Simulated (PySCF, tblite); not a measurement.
Compound: C4H9OP.
SMILES: `C[C@@H]1C[P@]1(C)=O`

Theory: PBE0/def2-SVPD in PySCF (dipole) on a GFN2-xTB geometry, gas phase.

Take the most abundant isotopes and a rigid rotor. 

Give the principal moments of inertia and the rotational constants in MHz.

Ia = 110.21, Ib = 216.92, Ic = 256.27 u·Å²; 505379 MHz·u·Å²/I gives A = 4586, B = 2330, C = 1972 MHz.

What kind of rotor is it?

An asymmetric top. Ray's parameter κ = (2B − A − C)/(A − C) = -0.726; −1 is the prolate and +1 the oblate limit.

Is it planar, by Δ = Ic − Ia − Ib?

Not planar: Δ = Ic − Ia − Ib = -70.85 u·Å². For a rigid frame Δ = −2 Σ m c², so Σ m c² = 35.43 u·Å² lies off the ab plane: 11.59 from hydrogen and 23.84 from heavier atoms. The atom farthest from that plane is 1.87 Å away.

Give the other two planar moments, Paa and Pbb, and the rms extents of the mass along the axes.

Paa = Σ m a² = (Ib + Ic − Ia)/2 = 181.49 and Pbb = Σ m b² = (Ia + Ic − Ib)/2 = 74.78 u·Å². With the mass M = 104.04 u, the rms extents √(P/M) along a, b and c are 1.32, 0.85, 0.58 Å.

List the rotational levels J(Ka,Kc) to J = 5 (cm⁻¹).

Above 0(0,0):
J = 1: 1(0,1) 0.1435, 1(1,1) 0.2187, 1(1,0) 0.2307
J = 2: 2(0,2) 0.4292, 2(1,2) 0.4938, 2(1,1) 0.5296, 2(2,1) 0.7553, 2(2,0) 0.7566
J = 3: 3(0,3) 0.8545, 3(1,3) 0.9056, 3(1,2) 0.9771, 3(2,2) 1.1858, 3(2,1) 1.1923, 3(3,1) 1.5927, 3(3,0) 1.5928
J = 4: 4(0,4) 1.4162, 4(1,4) 1.4533, 4(1,3) 1.5720, 4(2,3) 1.7588, 4(2,2) 1.7775, 4(3,2) 2.1690, 4(3,1) 2.1696, 4(4,1) 2.7354, 4(4,0) 2.7354
J = 5: 5(0,5) 2.1112, 5(1,5) 2.1361, 5(1,4) 2.3126, 5(2,4) 2.4733, 5(2,3) 2.5145, 5(3,3) 2.8901, 5(3,2) 2.8926, 5(4,2) 3.4558, 5(4,1) 3.4558, 5(5,1) 4.1840, 5(5,0) 4.1840
Those of J = 1 are B + C, A + C and A + B.

Which lines would a microwave search look for?

The dipole components are |μa| = 0.32 D, |μb| = 4.11 D, |μc| = 0.74 D. Intensities carry the squares of the components, which stand as 0.01 : 1.00 : 0.03 (a : b : c). Some lines, for components of 0.1 D or more:

```csv
type,branch,"J(Ka,Kc)",MHz,lower level (cm⁻¹)
a,Q,"1(1,0) ← 1(1,1)",358,0.219
b,Q,"1(1,0) ← 1(0,1)",2614,0.143
b,R,"1(1,1) ← 0(0,0)",6558,0.000
c,Q,"2(2,1) ← 2(1,1)",6767,0.530
b,Q,"2(2,0) ← 2(1,1)",6807,0.530
b,Q,"3(3,1) ← 3(2,2)",12197,1.186
a,R,"3(0,3) ← 2(0,2)",12751,0.429
a,R,"3(2,2) ← 2(2,1)",12905,0.755
c,R,"2(2,1) ← 1(1,1)",16087,0.219
c,R,"3(3,0) ← 2(2,0)",25066,0.757
```

Estimate the classical rotational partition function at 10 K, 25 K and 100 K.

Point group C1, symmetry number σ = 1; q = (√π/σ)·√((kT/h)³/(ABC)), k/h = 20836.6 MHz/K: 1160 at 10 K, 4590 at 25 K, 36700 at 100 K.

Its GFN2-xTB frequencies are all real (lowest 132 cm⁻¹). These are rigid-rotor constants of the computed structure; measured ground-state constants (B0) also hold zero-point vibration. A rigid rotor knows nothing of internal rotation, which can split or shift real lines.
